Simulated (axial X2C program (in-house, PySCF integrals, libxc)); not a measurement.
Worked dissociation energy of SO⁺: PBE0, without spin–orbit coupling

All values were computed with an axial X2C code built on PySCF integrals. Spin-free means the one-electron spin-free X2C Hamiltonian. Basis: S dyall-av3z [9s8p3d2f], O dyall-av3z [7s6p3d2f] (cores contracted in-house); Gaussian nuclei, density fitting, unrestricted open shells. Masses: S 31.972 u, O 15.995 u.

Molecular state: M_S = 1/2, Λ = 1 (beyond evenly filled blocks: π+α).

* E(S+) (2M_S = 3, M_L = 0): -398.696457 hartree
* E(O) (2M_S = 2, M_L = 0): -75.075790 hartree
* E(SO⁺) at Re: -473.960543 hartree
* ωe: 1399.3 cm⁻¹
* ωexe: 5.99 cm⁻¹

(1) Work out De and D0.

One determinant describes the state; a PBE0 search over occupations chose it and may have missed a lower one. Dissociation energies refer to the lowest single-determinant-based atoms at the same level and basis. The functionals have no current-density term, which raises determinants with orbital currents, atoms included.

Each atomic determinant is the lowest at this level and need not be a pure term. Totals compare only within one Hamiltonian and basis.

Results:

(1) De = -398.696457 + (-75.075790) − (-473.960543) = 0.18830 hartree = 5.124 eV. The zero-point energy is ωe/2 − ωexe/4 = 698 cm⁻¹ = 0.087 eV, so D0 = 5.037 eV.
